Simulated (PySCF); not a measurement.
Point-charge models of sodium amide, `[NH2][Na]` against its computed dipole.

Coordinates (PBE0-D3(BJ)/def2-SVP, Å) and charges (e) from the PBE0/pcSseg-1 density (PySCF):

| atom | x | y | z | Mulliken | IAO | Hirshfeld | ESP-fitted |
| --- | --- | --- | --- | --- | --- | --- | --- |
| N1 | -0.214 | 0.006 | 0.134 | -0.8880 | -1.1720 | -0.6159 | -1.3809 |
| Na2 | 1.856 | -0.036 | -0.027 | +0.6418 | +0.7957 | +0.5673 | +0.7637 |
| H3 | -0.798 | 0.822 | -0.060 | +0.1232 | +0.1884 | +0.0244 | +0.3088 |
| H4 | -0.824 | -0.782 | -0.094 | +0.1231 | +0.1879 | +0.0241 | +0.3084 |

Task: What dipole does each set of charges give (1 e·Å = 4.803 D), and what does the density give?

Result: The full density gives (5.95, -0.13, -0.66) D, 5.99 D in size; dipole vectors point from the negative to the positive end.

| scheme | μx | μy | μz | size (D) | share of the full size (%) | angle to the full dipole (°) |
| --- | --- | --- | --- | --- | --- | --- |
| Mulliken | 5.67 | -0.11 | -0.74 | 5.72 | 96 | 1 |
| IAO | 6.83 | -0.13 | -0.99 | 6.91 | 115 | 2 |
| Hirshfeld | 5.50 | -0.11 | -0.49 | 5.52 | 92 | 1 |
| ESP-fitted | 5.82 | -0.11 | -1.21 | 5.95 | 99 | 5 |

Task: Which set comes closest?

Result: Length of the difference vector: Mulliken 0.29 D, Hirshfeld 0.48 D, ESP-fitted 0.57 D, IAO 0.95 D. Closest: Mulliken. 

Task: What is left for the Hirshfeld atoms' own dipoles?

Result: The shares of the density sum to the whole, so what Σ q r misses lies in dipoles about the nuclei. The atomic dipoles sum to (5.95, -0.13, -0.66) − (5.50, -0.11, -0.49) = (0.45, -0.02, -0.17) D, 0.48 D in size.

Task: With the origin at the mean of the coordinates, (0.005, 0.002, -0.011) Å, which are the largest single terms, by size, of the Hirshfeld dipole along the direction of the full one?

Result: Na2 +5.02, N1 +0.69, H3 -0.09, H4 -0.09 D; all 4 atoms together +5.52 D. The single terms depend on the origin, their sum doesn't.

Task: Give the size of the full dipole in other units.

Result: 5.99 D = 2.355 au = 1.246 e·Å = 19.97 × 10⁻³⁰ C·m.

Geometry: PBE0-D3(BJ)/def2-SVP; no solvent, vibrations or thermal averaging.
